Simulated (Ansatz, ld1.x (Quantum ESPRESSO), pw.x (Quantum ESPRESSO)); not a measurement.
## From atom to crystal: TM potential for caesium (Cs)

- Element: caesium (Cs)
- Generator: ld1.x (Quantum ESPRESSO) 7.5
- Type: norm-conserving Troullier–Martins (Kleinman–Bylander form)
- Functional: LDA (PW92)
- Relativity: scalar-relativistic
- Frozen core: [Xe]
- Valence charge: 1
- Reference configuration: 5d1 6s0 6p0
- Partial waves: 6s (bound, empty): rc 3.40 bohr; 6p (bound, empty): rc 4.00 bohr; 5d (bound): rc 4.20 bohr
- Local potential: all-electron potential smoothed inside 4.05 bohr (lloc = -1)
- Core correction: none

Crystal test: fcc Cs in pw.x 7.5, no spin, 8³ k-points, Fermi–Dirac smearing 0.01 Ry, cutoffs 35/140 Ry. The reference is all-electron LAPW (Ansatz 0.2.0) with the same functional, mesh and smearing; V0 and B0 come from Birch–Murnaghan fits to the pressures at five volumes. Errors are pseudo minus all-electron; Δ is the rms difference of the E(V) curves that follow from these fits, minima aligned, over ±6 % about the mean V0. Mesh and smearing are coarse, so the numbers serve the comparison and aren't converged zero-temperature values; the lattice is a test structure that the element need not adopt.

All-electron: a0 = 7.272 Å (V0 = 96.12 Å³/atom), B0 = 2.4 GPa.

**Question.** How far does the potential miss the all-electron equation of state?

**Answer.** mean pressure error (GPa): -0.46. The pressure does not cross zero within the volumes sampled, so no fit is given. This is a poor potential for the solid. Note: ghost state, extra bound levels that the all-electron valence spectrum of the same l lacks: s at -0.72 eV. A true bound ghost makes a file unfit for plane-wave use. Atomic configuration tests: 3 of 6 tests not solved or not reliable. The logarithmic derivative shows an extra or strongly shifted pseudo pole above the reference energy (s near -0.06 Ry).

```json
{"V (Å³/atom)": "91.400", "P all-electron (GPa)": "0.13", "P pseudo (GPa)": "-0.40"}
{"V (Å³/atom)": "93.806", "P all-electron (GPa)": "0.06", "P pseudo (GPa)": "-0.43"}
{"V (Å³/atom)": "96.211", "P all-electron (GPa)": "-0.00", "P pseudo (GPa)": "-0.46"}
{"V (Å³/atom)": "98.616", "P all-electron (GPa)": "-0.06", "P pseudo (GPa)": "-0.48"}
{"V (Å³/atom)": "101.022", "P all-electron (GPa)": "-0.11", "P pseudo (GPa)": "-0.51"}
```

**Question.** At the middle volume, how do free energy and pressure move when the wave cutoff is lowered (ecutrho kept at four times it)?

**Answer.**

| cutoff (Ry) | shift of F (meV/atom) | shift of P (GPa) |
| --- | --- | --- |
| 16 | +1.5 | -0.00 |
| 21 | +0.5 | -0.00 |
| 28 | +0.2 | -0.00 |

Input at the middle volume:

```
&control
  calculation='scf', prefix='x', pseudo_dir='./', outdir='./tmp', tstress=.true., disk_io='none'
/
&system
  ibrav=0, nat=1, ntyp=1, ecutwfc=35, ecutrho=140, nbnd=7,
  occupations='smearing', smearing='fd', degauss=0.01
/
&electrons
  conv_thr=1e-09, mixing_beta=0.4, electron_maxstep=70
/
ATOMIC_SPECIES
Cs 1.0 Cs.UPF
CELL_PARAMETERS angstrom
  0.00000000 3.63690182 3.63690182
  3.63690182 0.00000000 3.63690182
  3.63690182 3.63690182 0.00000000
ATOMIC_POSITIONS crystal
Cs 0.0000 0.0000 0.0000
K_POINTS automatic
8 8 8 0 0 0
```

```bash
pw.x < Cs.scf.in > Cs.scf.out
```

Lines of the output:

```
Message from routine setup:
     using ibrav=0 with symmetry is DISCOURAGED, use correct ibrav instead
     lattice parameter (alat)  =       9.7195  a.u.
     unit-cell volume          =     649.2640 (a.u.)^3
     number of electrons       =         1.00
     number of Kohn-Sham states=            7
     kinetic-energy cutoff     =      35.0000  Ry
     charge density cutoff     =     140.0000  Ry
     scf convergence threshold =      1.0E-09
     Exchange-correlation= PW
     number of k points=    29  Fermi-Dirac smearing, width (Ry)=  0.0100
     iteration #  1     ecut=    35.00 Ry     beta= 0.40
     total energy              =      -0.36328899 Ry
     estimated scf accuracy    <       0.00595898 Ry
     iteration #  2     ecut=    35.00 Ry     beta= 0.40
     total energy              =      -0.36546659 Ry
     estimated scf accuracy    <       0.00225454 Ry
     iteration #  3     ecut=    35.00 Ry     beta= 0.40
     total energy              =      -0.36580522 Ry
     estimated scf accuracy    <       0.00000628 Ry
     iteration #  4     ecut=    35.00 Ry     beta= 0.40
     c_bands:  1 eigenvalues not converged
     c_bands:  1 eigenvalues not converged
     total energy              =      -0.36585097 Ry
     estimated scf accuracy    <       0.00000291 Ry
     iteration #  5     ecut=    35.00 Ry     beta= 0.40
     total energy              =      -0.36585175 Ry
     estimated scf accuracy    <          7.1E-09 Ry
     iteration #  6     ecut=    35.00 Ry     beta= 0.40
     total energy              =      -0.36585178 Ry
     estimated scf accuracy    <          5.4E-09 Ry
     iteration #  7     ecut=    35.00 Ry     beta= 0.40
     total energy              =      -0.36585181 Ry
     estimated scf accuracy    <          3.3E-09 Ry
     iteration #  8     ecut=    35.00 Ry     beta= 0.40
     the Fermi energy is    -0.6589 ev
!    total energy              =      -0.36585182 Ry
     estimated scf accuracy    <          5.5E-11 Ry
     smearing contrib. (-TS)   =      -0.00508265 Ry
     The total energy is F=E-TS. E is the sum of the following terms:
     one-electron contribution =       0.19988356 Ry
     hartree contribution      =       0.00256450 Ry
     xc contribution           =      -0.22966342 Ry
     ewald contribution        =      -0.33355382 Ry
     convergence has been achieved in   8 iterations
          total   stress  (Ry/bohr**3)                   (kbar)     P=       -4.59
     Message from routine punch:
     Nothing written, as per user request (disk_io='none')
```

The run at the middle volume (29 k-points, 8 iterations) took about 8.2 s on one core of a shared host (Neoverse-V1, 32 threads, 247 GiB, load 19).
